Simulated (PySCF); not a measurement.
Relaxation of triplet H₂S

Level of theory: PySCF, UB3LYP, basis S def2-TZVP, H def2-TZVP (no relativity, density fitting). A (50,194) grid was used.

A hand-made bent start, of C2v symmetry, held to at least that symmetry:

```xyz
3
charge 0 multiplicity 3, angstrom
S     0.0000    0.0000   -0.0459
H     1.1059    0.0000    0.7284
H    -1.1059    0.0000    0.7284
```

Optimiser trace:
```tsv
step	E − E(last) (kJ/mol)	largest gradient (Eh/bohr)
0	128.94	0.06812
1	48.31	0.03080
2	7.61	0.01671
3	5.57	0.01404
4	0.10	0.00159
5	0.00	0.00032
6	0.00	0.00001
```

It ends at C2v with S–H 1.531 Å (×2); H–S–H 155.8°. A frequency run shows 1 imaginary mode, down to 405i cm⁻¹, so it is a saddle point. Other isomers or separated fragments may lie lower.

Final geometry:
```xyz
3
charge 0 multiplicity 3, angstrom
S     0.0000    0.0000   -0.0190
H     1.4974    0.0000    0.3019
H    -1.4974    0.0000    0.3019
```

At this level a singlet minimum of C2v symmetry lies 406 kJ/mol below this structure.
